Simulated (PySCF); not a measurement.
Can point charges reproduce the dipole moment of allyl methyl ether (`C=CCOC`)?

Coordinates (GFN2-xTB, Å) and charges (e) from the PBE0/pcSseg-1 density (PySCF):

```tsv
atom	x	y	z	Mulliken	IAO	Hirshfeld	ESP-fitted
C1	1.382	0.473	1.405	-0.1369	-0.3149	-0.0985	-0.5209
C2	0.923	-0.456	0.589	-0.2921	-0.1524	-0.0427	-0.0586
C3	0.553	-0.217	-0.847	+0.1059	-0.0568	+0.0020	+0.0310
O4	-0.727	-0.715	-1.177	-0.5165	-0.3924	-0.1505	-0.3341
C5	-1.774	0.002	-0.572	-0.0247	-0.2033	-0.0459	-0.1267
H6	1.528	1.491	1.080	+0.1111	+0.1441	+0.0446	+0.2087
H7	1.647	0.257	2.426	+0.1196	+0.1536	+0.0477	+0.1998
H8	0.776	-1.474	0.926	+0.1103	+0.1495	+0.0468	+0.1422
H9	0.619	0.856	-1.083	+0.0899	+0.1142	+0.0353	+0.0831
H10	1.243	-0.766	-1.497	+0.1321	+0.1590	+0.0487	+0.0882
H11	-1.706	-0.029	0.521	+0.0979	+0.1247	+0.0297	+0.0931
H12	-1.770	1.051	-0.894	+0.0842	+0.1180	+0.0340	+0.0853
H13	-2.699	-0.473	-0.893	+0.1193	+0.1567	+0.0492	+0.1088
```

Compute μ = Σ q r for each scheme (1 e·Å = 4.803 D) and compare with the dipole of the full density.

The full density gives (0.12, 0.96, 0.82) D, 1.27 D in size; dipole vectors point from the negative to the positive end.

```
    scheme    μx    μy    μz  size (D)  share of the full size (%)  angle to the full dipole (°)
  Mulliken  0.26  2.18  1.22      2.51                         198                            11
       IAO  0.25  1.29  1.05      1.68                         133                             3
 Hirshfeld  0.18  0.45  0.36      0.61                          48                            12
ESP-fitted  0.13  0.98  0.81      1.28                         100                             1
```

Which set comes closest?

Length of the difference vector: ESP-fitted 0.02 D, IAO 0.42 D, Hirshfeld 0.69 D, Mulliken 1.29 D. Closest: ESP-fitted. The schemes that divide the density aren't constrained to reproduce the dipole.

What is left for the Hirshfeld atoms' own dipoles?

The Hirshfeld atoms' densities add up to the full density, so μ = Σ q r + Σ (atomic dipoles). The atomic dipoles sum to (0.12, 0.96, 0.82) − (0.18, 0.45, 0.36) = (-0.06, 0.51, 0.46) D, 0.69 D in size.

With the origin at the mean of the coordinates, (0.000, 0.000, -0.001) Å, which are the largest single terms, by size, of the ESP-fitted dipole along the direction of the full one?

C1 -3.51, O4 +2.20, H6 +1.98, H7 +1.85, H13 -0.63 D; all 13 atoms together +1.28 D. The single terms depend on the origin, their sum doesn't.

Give the size of the full dipole in other units.

1.27 D = 0.500 au = 0.265 e·Å = 4.24 × 10⁻³⁰ C·m.

Isolated species at its GFN2-xTB geometry (one conformer only).

The values belong to the conformer `[CH2:1]=[CH:2][CH2:3][O:4][CH3:5]`: C1–C2–C3–O4 -130°, C2–C3–O4–C5 69°.
